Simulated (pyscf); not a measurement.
H₂S + silyl (SiH₃•) -> •H₂Si–SH + hydrogen (H₂), a four-centre exchange (doublet surface; H–S, H–Si broken, S–Si, H–H formed). PySCF, gas phase, ωB97X-D3(BJ)/def2-SVP geometries. Energies in kcal/mol from the separated reactants.

Small-basis levels: PySCF, no dispersion term, spherical d functions. Open shells are spin-unrestricted. 

Q: Quick B3LYP/LANL2DZ single points give ΔE‡ = 47.2 kcal/mol and ΔE = -3.3 kcal/mol. What does ωB97M-D3(BJ)/def2-TZVP give, and how far is the quick result from it?

A: ωB97M-D3(BJ)/def2-TZVP gives ΔE‡ = 35.3 kcal/mol and ΔE = -9.6 kcal/mol. B3LYP/LANL2DZ lies 11.9 kcal/mol over it in the barrier and 6.3 kcal/mol over it in the reaction energy, so on this step it does not hold to within 3.0 kcal/mol. ωB97M-D3(BJ)/def2-TZVP has limits of its own. The same reactants have a lower exit, to SH• + SiH₄ (barrier +3.8 kcal/mol at ωB97M-D3(BJ)/def2-TZVP, against +35.3 kcal/mol here). One saddle was located; it need not be the lowest between these sides.
